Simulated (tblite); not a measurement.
Compound: C3H3Cl3 (charge +1 and doublet state).
Cartesian coordinates in Å at the GFN2-xTB level; atoms count from 1:
```
atom  x, y, z in Å
C1     1.4015   -0.0879   -0.3395
C2     0.3369    0.4063    0.2780
C3    -1.1039   -0.0510    0.0382
Cl4   -1.4032   -0.7643   -1.5415
Cl5   -2.2887    1.2020    0.3903
Cl6   -1.0886   -1.3284    1.3374
H7     2.3639    0.3960   -0.2251
H8     1.3838   -0.9438   -0.9979
H9     0.4118    1.1771    1.0350
```

Level: GFN2-xTB in tblite, geometry and Hessian alike; calculated harmonic values, unscaled, isolated species. This tight-binding method is rough: wavenumbers can miss measured ones by several per cent, in bad cases by 10 to 20. One conformer, not necessarily the lowest. Open shells enter through the occupations alone, without spin polarisation, and single modes of such species can be off by tens of per cent.

Harmonic wavenumbers (cm⁻¹): 91.3, 165.6, 189.8, 226.8, 232.4, 293.0, 384.2, 474.9, 506.7, 606.8, 681.3, 829.7, 868.9, 924.2, 982.6, 1201.0, 1302.4, 1513.8, 3032.6, 3042.2, 3087.6.

A = 1908, B = 1653, C = 1444 MHz; mass 143.930 u (most abundant isotopes); point group C1, symmetry number 1; spin multiplicity 2.

Question: Zero-point energy?

Answer: Half the sum of the wavenumbers: 10319 cm⁻¹ = 29.50 kcal/mol.

Question: What is S at 200 K and 1 bar for an ideal gas of classical rigid rotors and harmonic oscillators?

Answer: Translation 38.85, rotation 27.46, vibration 10.74, spin (R ln 2) 1.38: S = 78.4 cal/(mol K).

Question: And Cp and H(200 K) − H(0)?

Answer: Cp = 21.97 cal/(mol K), of which vibrations give 14.02 (their classical limit is 21 R = 41.7); H(200 K) − H(0) = 2.90 kcal/mol without the zero-point energy, 1.31 from vibrations.

Question: Blend soft modes into free rotors: weight 1/[1 + (100 cm⁻¹/ν̃)⁴] for the oscillator and the rest for a rotor with moment μB/(μ + B), μ = h/(8π²ν), B = 10⁻⁴⁴ kg m². What vibrational entropy results?

Answer: 10.64 cal/(mol K) in place of 10.74, which changes −T·S at 200 K by +0.02 kcal/mol.

Question: What must be added to the electronic energy to get the Gibbs energy at 200 K and 1 bar?

Answer: ZPE + [H(200 K) − H(0)] − T·S = 29.50 + 2.90 − 15.68 = 16.72 kcal/mol.

Question: Which modes carry the vibrational entropy at 200 K?

Answer: 91.3 cm⁻¹: 2.86; 165.6 cm⁻¹: 1.75; 189.8 cm⁻¹: 1.52; 226.8 cm⁻¹: 1.22; 232.4 cm⁻¹: 1.18; 293.0 cm⁻¹: 0.84 cal/(mol K); the other 15 give 1.37 together.

Question: How do the functions run with temperature in this model?

Answer: 
```json
{"T (K)": "100", "S (cal/(mol K))": "65.8", "Cp (cal/(mol K))": "14.8", "H − H(0) (kcal/mol)": "1.05", "G − H(0) (kcal/mol)": "-5.54", "ln q(vib)": "0.57"}
{"T (K)": "300", "S (cal/(mol K))": "88.4", "Cp (cal/(mol K))": "27.4", "H − H(0) (kcal/mol)": "5.38", "G − H(0) (kcal/mol)": "-21.13", "ln q(vib)": "3.77"}
{"T (K)": "500", "S (cal/(mol K))": "104.2", "Cp (cal/(mol K))": "34.4", "H − H(0) (kcal/mol)": "11.63", "G − H(0) (kcal/mol)": "-40.47", "ln q(vib)": "7.01"}
{"T (K)": "800", "S (cal/(mol K))": "121.7", "Cp (cal/(mol K))": "39.8", "H − H(0) (kcal/mol)": "22.87", "G − H(0) (kcal/mol)": "-74.50", "ln q(vib)": "11.26"}
{"T (K)": "1000", "S (cal/(mol K))": "130.8", "Cp (cal/(mol K))": "42.0", "H − H(0) (kcal/mol)": "31.07", "G − H(0) (kcal/mol)": "-99.78", "ln q(vib)": "13.71"}
```

q(vib) and H(0) count from the zero-point level.

Hindered rotation and anharmonicity are outside this model. Other conformers, if any are populated, would add a mixing term that is left out. The structure is chiral; the term R ln 2 for an equal mix with its mirror image is left out.

The run took 0.34 s on AMD EPYC 7B13, one thread, on a shared host. This covers the Hessian and the dipole derivatives.
